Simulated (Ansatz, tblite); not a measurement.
# The cluster P3+: a ladder of methods and basis sets

An exercise on one series of results from a longer session: the logs are not shown, and one member is left open.

Program: Ansatz 0.2.0, Gaussian basis. Level of theory: as each input shows. These are calculated values, not measurements.

Plan: GFN1-xTB, GFN2-xTB, PBE-D4/def2-TZVP, r2SCAN-D4/def2-TZVP, LC-ωPBE/def2-TZVP, revPBE-D4/def2-TZVP, r2SCAN0-D4/def2-TZVP, BHLYP-D4/def2-TZVP, LDA/def2-TZVP, PBE-D4/def2-SVP, PBE0-D4/def2-SVP, HF/STO-3G, CCSD(T)/def2-TZVPP, MP2/def2-TZVP, RPA/def2-TZVP.

### The relaxed structure

The geometry is that of the singlet, from an earlier relaxation (PBE0-D4/def2-TZVP). At that level it is the lowest of the isomers that a small search found.

3 atoms, charge 1, spin multiplicity 1.

Bond lengths: P1–P2 2.091 Å, P1–P3 2.091 Å, P2–P3 2.091 Å. Angles: P2–P1–P3 60.0°, P1–P2–P3 60.0°, P1–P3–P2 60.0°.

The ion is computed in the gas phase, without counter-ions or solvent.

PBE0-D4/def2-TZVP was run before; its log isn't repeated, and its numbers join the tables.

Set-up of the first run:

Tight binding, by tblite at 300 K electronic temperature and without a spin-polarisation term:

```python
tblite.interface.Calculator('GFN1-xTB', numbers, positions, charge=1, uhf=0).singlepoint()
```

Tight binding, by tblite at 300 K electronic temperature and without a spin-polarisation term:

```python
tblite.interface.Calculator('GFN2-xTB', numbers, positions, charge=1, uhf=0).singlepoint()
```

start.molden holds the orbitals of an earlier run on this state, given as this run's starting guess.

Input file in.yaml:

```yaml
crystal:
  periodic: [false, false, false]
  atoms:
    - {symbol: P, position_ang: [-0.072493, 0.591263, -1.050263]}
    - {symbol: P, position_ang: [0.430732, -1.127615, 0.029527]}
    - {symbol: P, position_ang: [-0.358239, 0.536352, 1.020736]}
basis:
  gaussian: {orbitals: def2-TZVP, initial_orbitals: start.molden}
total_charge: 1
hamiltonian: {xc: pbe, dispersion: d4}
scf: {omitted_lower_state_checks: [starts]}
output: {orbitals: {seedname: orbitals}}
```

On the command line:

```console
> ansatz run in.yaml --threads 4 --pin off --events-out ev --progress --plain --max-ram 3916MiB
```

Among the steps run: PBE-D4/def2-TZVP; r2SCAN-D4/def2-TZVP; LC-ωPBE/def2-TZVP; revPBE-D4/def2-TZVP; r2SCAN0-D4/def2-TZVP; BHLYP-D4/def2-TZVP; LDA/def2-TZVP; PBE-D4/def2-SVP; PBE0-D4/def2-SVP; HF/STO-3G; CCSD(T)/def2-TZVPP; MP2/def2-TZVP; RPA/def2-TZVP.

One table of the session follows, with a row left open; its other results are not shown here.

It belongs to the step «Levels side by side». 

```
               level  HOMO (eV)  LUMO (eV)  gap (eV)
           HF/STO-3G     -14.22      -2.75     11.46
       LDA/def2-TZVP     -13.26     -10.50      2.76
     PBE-D4/def2-SVP     -13.37     -10.53      2.84
    PBE-D4/def2-TZVP     -13.16     -10.35      2.81
 revPBE-D4/def2-TZVP     -13.13     -10.30      2.83
 r2SCAN-D4/def2-TZVP     -13.40     -10.30      3.09
    PBE0-D4/def2-SVP          ?          ?         ?
   PBE0-D4/def2-TZVP     -14.23      -9.46      4.78
r2SCAN0-D4/def2-TZVP     -14.37      -9.43      4.93
  BHLYP-D4/def2-TZVP     -15.10      -8.37      6.74
   LC-ωPBE/def2-TZVP     -16.76      -7.23      9.54
```

Estimate the missing values for PBE0-D4/def2-SVP.

The run gave: HOMO (eV): -14.47; LUMO (eV): -9.68; gap (eV): 4.79. In the column «HOMO (eV)» it lies between BHLYP-D4/def2-TZVP (-15.10) and r2SCAN0-D4/def2-TZVP (-14.37).
